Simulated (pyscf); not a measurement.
`[CH3][Cl]` + `[F][C][F]` [singlet] → `[F][CH]([F])[CH2][Cl]`, an insertion (singlet surface; C–H broken, C–C, C–H formed). PySCF, gas phase, ωB97X-D3(BJ)/def2-SVP geometries. MP2 and CC: frozen core, UHF for open shells. ΔMP2 is the change of the MP2 total energy from the triple- to the quadruple-zeta basis. Energies in eV from the separated reactants.

Small-basis levels: PySCF, no dispersion term, spherical d functions. 

### Question
Quick HF/6-31G* single points give ΔE‡ = 2.80 eV and ΔE = -2.34 eV. What does CCSD(T)/def2-TZVPP + ΔMP2(QZVPP) give, and how far is the quick result from it?

### Answer
CCSD(T)/def2-TZVPP + ΔMP2(QZVPP) gives ΔE‡ = 1.47 eV and ΔE = -2.57 eV. HF/6-31G* lies 1.33 eV over it in the barrier and 0.23 eV over it in the reaction energy, so on this step it does not hold to within 0.13 eV. CCSD(T)/def2-TZVPP + ΔMP2(QZVPP) has limits of its own. F–CH(F)–CH₂–Cl lies 0.25 eV over its isomer H₃C–C(F)(F)–Cl (electronic energy, ωB97M-D3(BJ)). This is the saddle that the search found; another between the same sides may lie lower. The CCSD(T) − MP2 part came from Ansatz, without density fitting, on the same reference.
